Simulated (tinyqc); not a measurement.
Inside a calculation. Method: CIS on RHF in the sto-6g basis, frozen core, for H2O, spin multiplicity 1. One step of it, computed by the program tinyqc.

Task: CIS matrix, triplets. A(ia,jb) = (e_a - e_i) d_ij d_ab - (ij|ab).

orbital energies (hartree): MO1 -20.482390, MO2 -1.303124, MO3 -0.679923, MO4 -0.443831, MO5 -0.396265, MO6 0.654609, MO7 0.857985

Two-electron integrals over orbitals (pq|rs), unique and non-zero (hartree); the lowest 1 orbital is frozen and left out:
```
(22|22) 0.733928    (32|32) 0.151854    (33|22) 0.659616    (33|33) 0.654909
(42|22) 0.016637    (42|33) 0.007684    (42|42) 0.122817    (43|32) 0.015187
(43|43) 0.042582    (44|22) 0.692413    (44|33) 0.620258    (44|42) -0.103997
(44|44) 0.833460    (52|52) 0.143942    (53|53) 0.030251    (54|52) -0.043678
(54|54) 0.057143    (55|22) 0.749600    (55|33) 0.643592    (55|42) -0.056136
(55|44) 0.751728    (55|55) 0.880663    (62|22) 0.145576    (62|33) 0.077091
(62|42) 0.019267    (62|44) 0.109892    (62|55) 0.166717    (62|62) 0.104353
(63|32) -0.047560   (63|43) -0.023870   (63|63) 0.074893    (64|22) 0.081601
(64|33) 0.037701    (64|42) -0.007781   (64|44) 0.099257    (64|55) 0.091636
(64|62) 0.060521    (64|64) 0.050332    (65|52) 0.064739    (65|54) -0.005450
(65|65) 0.041676    (66|22) 0.616182    (66|33) 0.579711    (66|42) 0.064295
(66|44) 0.548637    (66|55) 0.588859    (66|62) 0.091652    (66|64) 0.041112
(66|66) 0.596716    (72|32) 0.035840    (72|43) -0.031499   (72|63) 0.036691
(72|72) 0.059177    (73|22) 0.135054    (73|33) 0.095441    (73|42) -0.067699
(73|44) 0.173414    (73|55) 0.186300    (73|62) 0.081942    (73|64) 0.059751
(73|66) 0.036275    (73|73) 0.146623    (74|32) -0.073184   (74|43) 0.011262
(74|63) 0.039461    (74|72) -0.016900   (74|74) 0.062920    (75|53) 0.023740
(75|75) 0.024504    (76|32) 0.108328    (76|43) 0.038280    (76|63) -0.070601
(76|72) -0.009348   (76|74) -0.054991   (76|76) 0.122749    (77|22) 0.635147
(77|33) 0.626827    (77|42) -0.013437   (77|44) 0.628836    (77|55) 0.637859
(77|62) 0.074724    (77|64) 0.034616    (77|66) 0.571685    (77|73) 0.100446
(77|77) 0.634991
```

Give: CIS matrix A, triplet.

Result:

CIS matrix A, triplet (hartree):
```
        2>6     2>7     3>6     3>7     4>6     4>7    5>6    5>7
2>6   1.342   0.000   0.000  -0.108  -0.064   0.000  0.000  0.000
2>7   0.000   1.526  -0.108   0.000   0.000   0.013  0.000  0.000
3>6   0.000  -0.108   0.755   0.000   0.000  -0.038  0.000  0.000
3>7  -0.108   0.000   0.000   0.911  -0.038   0.000  0.000  0.000
4>6  -0.064   0.000   0.000  -0.038   0.550   0.000  0.000  0.000
4>7   0.000   0.013  -0.038   0.000   0.000   0.673  0.000  0.000
5>6   0.000   0.000   0.000   0.000   0.000   0.000  0.462  0.000
5>7   0.000   0.000   0.000   0.000   0.000   0.000  0.000  0.616
```
